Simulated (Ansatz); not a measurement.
# CHOSi (doublet): the correlation ladder, cc-pVDZ

How much of the correlation energy of CHOSi (doublet) does each wave-function method recover here?

Program: Ansatz 0.2.0, Gaussian basis. Level of theory: cc-pVDZ, core rule «outside noble gas», up to 7 orbitals frozen. These are calculated values, not measurements.

The runs, in order: UHF; CCSD(T) on ROHF; CCSD(T) on UHF; BCCD(T) on ROHF; CISD; CCSDT(Q) on ROHF; CCSDT(Q) on UHF; CASSCF and MRCISD+Q, 9 electrons in 9 orbitals; CASSCF and NEVPT2, 9 electrons in 9 orbitals.

17 further runs of the same task are left out: 5 that didn't finish, 12 set aside as unsound or not needed.

## Step 1: The geometry

The geometry is a PBE0/def2-TZVP stationary point (not a proven minimum).

4 atoms, charge 0, spin multiplicity 2.

Atoms are counted from 1 here; the program's logs count them from 0.

Bond lengths: O1–C2 1.331 Å, O1–Si3 1.857 Å, C2–Si3 1.748 Å, C2–H4 1.085 Å. Angles: C2–O1–Si3 64.0°, O1–C2–Si3 72.8°, O1–C2–H4 121.1°, Si3–C2–H4 166.2°, O1–Si3–C2 43.2°.

As a file:

```xyz
4
charge 0, multiplicity 2
O     0.0000   -0.6689    0.8423
C     0.0000    0.6605    0.7702
Si    0.0000    0.0530   -0.8690
H     0.0000    1.2700    1.6680
```

## Step 2: UHF

File in.yaml:

```yaml
crystal:
  periodic: [false, false, false]
  atoms:
    - {symbol: O, position_ang: [0.000000, -0.668907, 0.842254]}
    - {symbol: C, position_ang: [0.000000, 0.660489, 0.770206]}
    - {symbol: Si, position_ang: [0.000000, 0.053019, -0.869044]}
    - {symbol: H, position_ang: [0.000000, 1.270023, 1.668016]}
basis:
  gaussian: {orbitals: cc-pVDZ}
magnetization: {spin_polarized: true, initial_magnetization: 1}
hamiltonian: {xc: hf}
output: {orbitals: {seedname: orbitals}}
```

Run with:

```
$ ansatz run in.yaml --threads 1 --pin off --events-out ev --progress --plain --max-ram 2393MiB
```

The runs that follow: CCSD(T) on ROHF; CCSD(T) on UHF; BCCD(T) on ROHF; CISD; CCSDT(Q) on ROHF; CCSDT(Q) on UHF; CASSCF and MRCISD+Q, 9 electrons in 9 orbitals; CASSCF and NEVPT2, 9 electrons in 9 orbitals.

Q: Predict the results of all the runs planned. Wanted: UCCSDT(Q) below the RHF energy; RMP2 from UCCSDT(Q); UMP2 from UCCSDT(Q); RCCSD from UCCSDT(Q); RCCSD(T) from UCCSDT(Q); UCCSD(T) from UCCSDT(Q); RCCSDT(Q) from UCCSDT(Q); T1 diagnostic.

**Answer**, as computed:

| quantity | value |
| --- | --- |
| UCCSDT(Q) below the RHF energy | -11.7033 eV |
| RMP2 from UCCSDT(Q) | +1030.0 meV |
| UMP2 from UCCSDT(Q) | +1106.2 meV |
| RCCSD from UCCSDT(Q) | +534.0 meV |
| RCCSD(T) from UCCSDT(Q) | +77.4 meV |
| UCCSD(T) from UCCSDT(Q) | +80.2 meV |
| RCCSDT(Q) from UCCSDT(Q) | +7.9 meV |
| levels within 1 kcal/mol (43 meV) | RCCSDT(Q) |
| T1 diagnostic | 0.027 |

RCCSD(T) lands +77.4 meV from the yardstick (0.7 % of the correlation energy). These misses are within one basis, not against nature; the frozen cores of restricted and unrestricted runs differ, which can shift their rows.
